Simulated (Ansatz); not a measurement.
# How the zone-centre TO phonon frequency of zinc-blende CdSe moves with the method

No measured value is used here.

```json
[
 {"level (code)": "LDA (Ansatz)", "value (cm⁻¹)": "(withheld)", "cell (Å³/atom)": "27.10"},
 {"level (code)": "PBE (Ansatz)", "value (cm⁻¹)": "155", "cell (Å³/atom)": "29.73"},
 {"level (code)": "r²SCAN (Ansatz)", "value (cm⁻¹)": "163", "cell (Å³/atom)": "28.84"}
]
```

Q: Fill in the missing entries.

A: 
- LDA (Ansatz, an electronic-structure program), value (cm⁻¹): 175

Each level is taken at its own relaxed cell. Cutoffs and k meshes differ between the levels. Ansatz's density-functional and Hartree–Fock values are scalar-relativistic unless marked +SOC, with PAW data made under PBE.
